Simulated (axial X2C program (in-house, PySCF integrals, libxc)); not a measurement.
Al₂ along the bond: PBE0, 2c

All values were computed with an in-house all-electron X2C program for linear molecules (integrals from PySCF). Two-component (2c) means X2C with spin–orbit coupling and atomic mean-field two-electron Coulomb and Gaunt terms. Basis: Al dyall-v3z [8s8p2d1f] (cores contracted in-house); Gaussian nuclei, density fitting, unrestricted open shells. Masses: Al 26.982 u.

State: Ω = 1 (⟨Sz⟩ = 1.00, ⟨Lz⟩ = 0.00 at PBE0).

Results along the bond:

```
R (Å)  HOMO (eV)  LUMO (eV)
2.166      -5.23      -2.89
2.266      -5.09      -2.97
2.341      -4.99      -3.02
2.415      -4.90      -3.06
2.490      -4.82      -3.09
2.577      -4.73      -3.12
2.664      -4.65      -3.15
2.776      -4.55      -3.17
2.913      -4.45      -3.18
3.112      -4.31      -3.18
```

Occupations by symmetry block were frozen at the best pattern of an incomplete PBE0 search. Density functionals use the spin component along the axis (collinear). PBE0 can misorder states that lie within some tenths of an eV, so this need not be the ground state of the molecule. The nearest other 2c determinant of the search, Ω = 2, lies 0.11 eV up at the distance of the search. With several unpaired electrons one determinant need not be a pure state. Open-shell Ω = 0 determinants with evenly filled partner blocks cannot be reached by this program, so the Ω shown need not be the lowest component. This is the Ω = 1 component of a π² triplet; the 0⁺ component is not one determinant and can lie lowest.
